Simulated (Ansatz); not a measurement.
Reaction (SMILES): ClF (F-Cl) → ClF+ (doublet, bonded as FCl) + e-
B3LYP-D3(BJ)/def2-TZVP geometries, fixed; electronic energies without zero-point terms.
Largest species:
```xyz
2

F      0.0000     0.0000    -1.0729
Cl     0.0000     0.0000     0.5680
```
Charge 0, spin multiplicity 1.

Energies in hartree at HF with Ansatz (a first-principles code); the adiabatic ionisation energy is their sum with the coefficients shown, times 27.2114 eV a hartree. All functions are spherical. Open shells are unrestricted. No added dispersion term, no relativity.

| species | coefficient | part | cc-pV(D+d)Z | cc-pV(T+d)Z | cc-pV(Q+d)Z |
|---|---|---|---|---|---|
| FCl (F-Cl) | -1 | Hartree-Fock | -558.84711 | -558.90189 | -558.91542 |
| ClF+ (doublet, bonded as FCl) | +1 | Hartree-Fock | -558.40711 | -558.47162 | -558.48573 |

**Question.** Predict the adiabatic ionisation energy in cc-pV(5+d)Z (X = 5): let each Hartree-Fock step shrink by the ratio of the last two. Compare with the run.

**Answer.** 
- FCl (F-Cl): steps -0.05478 and -0.01353, ratio 0.247, so Hartree-Fock -558.91876 (run: -558.91867).
- ClF+ (doublet, bonded as FCl): steps -0.06451 and -0.01411, ratio 0.219, so Hartree-Fock -558.48882 (run: -558.48899).
Predicted 11.70 eV; the run in cc-pV(5+d)Z gives 11.69, a miss of 0.01. Keeping the value in cc-pV(Q+d)Z, 11.69, would miss by 0.00.
